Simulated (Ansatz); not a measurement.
Input and output for C2H3FO, SMILES `C=C(O)F`.

```yaml
crystal:
  periodic: [false, false, false]
  atoms:
    - {symbol: C, position_ang: [-0.818604, 0.657155, -0.079608]}
    - {symbol: C, position_ang: [0.158714, -0.229868, -0.092150]}
    - {symbol: O, position_ang: [1.180209, -0.293177, 0.763703]}
    - {symbol: F, position_ang: [0.224472, -1.201763, -1.009195]}
    - {symbol: H, position_ang: [-1.595179, 0.607963, -0.825936]}
    - {symbol: H, position_ang: [-0.833438, 1.425237, 0.677603]}
    - {symbol: H, position_ang: [1.745126, -1.033548, 0.519883]}
basis:
  gaussian: {orbitals: cc-pVDZ, final_grid: {core_spheres: 20, valence_spheres: 16, degree: 47}}
hamiltonian: {xc: {name: rPW86-PBE}, dispersion: d4}
```

```sh
$ ansatz run in.yaml --threads 2 --pin off --events-out ev --progress --plain --max-ram 4352MiB
```

Shortened log:

```
Functional definition: rPW86-PBE
805 factors; their error is unknown
mean field evaluation 1: about -6890.5767 eV, gradient 6.3e1 eV
mean field evaluation 2: about -6878.0097 eV, gradient 9.2e1 eV
mean field evaluation 4: about -6898.9451 eV, gradient 5.8e0 eV
mean field evaluation 8: about -6899.0119 eV, gradient 5.3e-2 eV
mean field evaluation 16: about -6898.9663 eV, gradient 2.4e-5 eV
mean field -6898.96628216 eV, -253.5323345820 hartree, gradient 2.4e-5 eV, S^2 0.000000; 0 other end points of the search recorded, 0 dependent functions left out
reference -6898.96635053 eV, -253.5323370947 hartree; 16, 16 occupied and 55, 55 virtual orbitals, 805 factors
Total energy: -6899.06444019 eV, -253.5359418230 hartree
```

Run time 1.1 s (2 threads of an Arm Neoverse V2 on a shared host); peak host memory 0.36 GiB.
